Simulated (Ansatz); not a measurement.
# doublet C₂N: levels of theory in one basis

```json
{"atom": "C", "x (Å)": "0.0000", "y (Å)": "0.0000", "z (Å)": "-1.3695"}
{"atom": "N", "x (Å)": "0.0000", "y (Å)": "0.0000", "z (Å)": "0.0000"}
{"atom": "C", "x (Å)": "0.0000", "y (Å)": "0.0000", "z (Å)": "1.3695"}
```

Basis set: def2-SVP (spherical functions). Frozen core: 3 orbitals. Correlation on ROHF uses semicanonical orbitals with singles. Charge 0, multiplicity 2.

Computed with Ansatz (development build ahead of 0.2.0); each method stands on the lowest determinant of its kind that the runs found.

```json
{"method": "ROHF", "E − E(ROHF) (eV)": "0.00", "<S²> of the determinant": "–"}
{"method": "UHF", "E − E(ROHF) (eV)": "-0.80", "<S²> of the determinant": "1.01"}
{"method": "UHF-MP2", "E − E(ROHF) (eV)": "-9.70", "<S²> of the determinant": "1.01"}
{"method": "ROHF-CCSD(T)", "E − E(ROHF) (eV)": "-11.51", "<S²> of the determinant": "–"}
{"method": "UHF-CCSD(T)", "E − E(ROHF) (eV)": "-11.48", "<S²> of the determinant": "1.01"}
```

Question: What does ROHF-MP2 give on the same scale?

Answer: -10.25 eV.

Question: Is a single determinant a sound starting point here?

Answer: Only with care. Unrestricted orbitals gain 0.80 eV and <S²> is 1.01 against 0.75 for a pure state, a contamination that matters most for the unrestricted series.

Caution for ROHF, ROHF-MP2, ROHF-CCSD(T): an unrestricted determinant lies well below. Caution for UHF, UHF-MP2, UHF-CCSD(T): the unrestricted determinant is spin contaminated. Caution for ROHF-MP2: another reference gives a lower total.
